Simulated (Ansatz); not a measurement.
Input file:

```yaml
crystal:
  periodic: [false, false, false]
  atoms:
    - {symbol: Si, position_ang: [-0.880072, 0.000000, 0.000000]}
    - {symbol: H, position_ang: [-1.374944, 1.399708, 0.000000]}
    - {symbol: H, position_ang: [-1.374943, -0.699854, 1.212183]}
    - {symbol: H, position_ang: [-1.374944, -0.699854, -1.212183]}
    - {symbol: H, position_ang: [0.952928, 0.000000, 0.000000]}
    - {symbol: N, position_ang: [1.992928, 0.000000, 0.000000]}
basis:
  gaussian: {orbitals: cc-pVDZ}
magnetization: {spin_polarized: true, initial_magnetization: 3}
correlation: {method: ccsdt_q, electrons: outside_noble_gas}
```

```sh
$ ansatz run in.yaml --threads 1 --pin off --events-out ev --progress --plain --max-ram 2393MiB
```

Output:

```
960 factors; integrals over basis functions are off by at most 2.4e-7 eV
mean field evaluation 1: about -9402.1234 eV, gradient 1.0e1 eV
mean field evaluation 2: about -9402.1590 eV, gradient 1.0e1 eV
mean field evaluation 4: about -9403.2661 eV, gradient 1.0e0 eV
mean field evaluation 8: about -9403.2850 eV, gradient 4.8e-4 eV
mean field evaluation 16: about -9403.2087 eV, gradient 9.9e-1 eV
mean field -9403.28501142 eV, -345.5643503942 hartree, gradient 2.1e-6 eV, S^2 3.776027; 0 other end points of the search recorded, 0 dependent functions left out
6 core orbitals not correlated: weight in the atoms' cores, before any rotation towards them, 1.000 or more for the frozen orbitals, at most 0.000 for the correlated occupied ones
reference -9403.28501142 eV, -345.5643503942 hartree; 8, 5 occupied and 38, 41 virtual orbitals, 960 factors
second order -5.62306699 eV of doubles, -0.00000000 eV of singles
cycle   1  -6.53948273 eV  change   -9.2e-1 eV  update   7.3e-2
cycle   2  -6.97115533 eV  change   -4.3e-1 eV  update   3.0e-2
cycle   3  -7.03973075 eV  change   -6.9e-2 eV  update   1.4e-2
cycle   4  -7.04104176 eV  change   -1.3e-3 eV  update   5.7e-3
cycle   5  -7.04087129 eV  change    1.7e-4 eV  update   2.3e-3
cycle   6  -7.04057292 eV  change    3.0e-4 eV  update   1.0e-3
cycle   7  -7.04033294 eV  change    2.4e-4 eV  update   4.6e-4
cycle   8  -7.04059853 eV  change   -2.7e-4 eV  update   2.2e-4
cycle   9  -7.04069389 eV  change   -9.5e-5 eV  update   9.4e-5
cycle  10  -7.04063002 eV  change    6.4e-5 eV  update   4.7e-5
cycle  11  -7.04060523 eV  change    2.5e-5 eV  update   2.4e-5
cycle  12  -7.04061692 eV  change   -1.2e-5 eV  update   1.1e-5
cycle  13  -7.04062610 eV  change   -9.2e-6 eV  update   6.9e-6
cycle  14  -7.04063489 eV  change   -8.8e-6 eV  update   3.4e-6
cycle  15  -7.04063594 eV  change   -1.0e-6 eV  update   1.5e-6
perturbative correction -0.00588191 eV, -0.0002161563 hartree
Total energy: -9410.33152927 eV, -345.8233051490 hartree
```

Ran on 1 thread of Arm Neoverse V2, shared host: 46 s wall, 0.66 GiB peak host memory.
